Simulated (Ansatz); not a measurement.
**Active spaces for C3H4, singlet**

Program: Ansatz, Gaussian basis, development build. Basis cc-pVDZ, nonrelativistic, no frozen core. State-specific CASSCF; RHF is the lowest restricted (open-shell) Hartree–Fock solution met. No symmetry is imposed, so a solution can break that of the shape. No proof that the lowest CASSCF solution was found.

Geometry:

```xyz
7

C     0.0000    0.0000    0.0000
C     0.0000    0.0000    1.3112
C     0.0000    0.0000   -1.3112
H     0.0000    0.9268    1.8766
H     0.0000   -0.9268    1.8766
H     0.9268    0.0000   -1.8766
H    -0.9268    0.0000   -1.8766
```

(1) What do CASSCF and its corrections give against RHF in CAS(4,4), and what are the occupations?

## Answers

(1) CASSCF -1.440 eV, SC-NEVPT2 -11.026 eV; occupations 1.92, 1.92, 0.08, 0.08.
